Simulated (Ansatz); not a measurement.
`FP(F)F`. The species carries charge 0 and has multiplicity 1.

```csv
atom,x (Å),y (Å),z (Å)
F1,0.087,1.376,0.034
P2,-0.536,-0.055,0.226
F3,0.688,-0.717,0.956
F4,-0.239,-0.604,-1.216
```

What are the harmonic wavenumbers in cm⁻¹ at PBE0-D4/def2-TZVP (Ansatz, finite differences of forces, unscaled)? (An estimate is asked.)

Computed: 342, 342, 482, 867, 867, 899.

Is this a minimum?

Yes, all 6 modes are real.

Give the ideal-gas thermochemistry at 298.15 K and 1 bar (rigid rotor, harmonic oscillator; point group C3v, symmetry number 3).

Zero-point energy 22.7 kJ/mol; H(298) − E = 35.7 kJ/mol; entropy 273.2 J/(mol·K), of which translation 164.7, rotation 93.5, vibration 14.9; G(298) − E = -45.8 kJ/mol.

And at 400, 500, 600, 800 and 1000 K?


```csv
T (K),H − E (kJ/mol),S (J/mol/K),G − E (kJ/mol)
400,42.0,291.5,-74.6
500,48.9,306.8,-104.5
600,56.1,320.0,-135.9
800,71.3,341.8,-202.1
1000,87.0,359.3,-272.3
```
